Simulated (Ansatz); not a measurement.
We consider diamond-structure Ge, described by BLYP (PAW; Ansatz, a first-principles code).

Settings: plane-wave cutoff 520 eV, 20×20×20 k mesh, Fermi–Dirac smearing 0.05 eV, perturbation theory, scalar-relativistic PAW data made under PBE.

Cell (relaxed at this level):

Ge is modelled in the cubic space group Fd-3m, origin choice 1 (No. 227), the diamond structure, Pearson symbol cF8. Cell: a = b = c = 5.882 Å, α = β = γ = 90.00°. Ge on 8a sees 4 Ge at 2.547 Å (tetrahedral). (Neighbours: up to the widest gap in distance over summed covalent radii, below 1.35, at either atom.)
(The calculation used a cell of 2 atoms; values per cell refer to that cell.)

Estimate the zone-centre TO phonon frequency that the calculation returns.


zone-centre TO phonon frequency: 252 cm⁻¹

Measured, for comparison: zone-centre TO phonon frequency 304 cm⁻¹ (low temperature, zero-point motion not removed; as tabulated in Tanner et al. (2021), arXiv:2110.11888). Computed (rounded) less measured: zone-centre TO phonon frequency -17 %.

Note: the solid has no gap at this level, which affects its response.
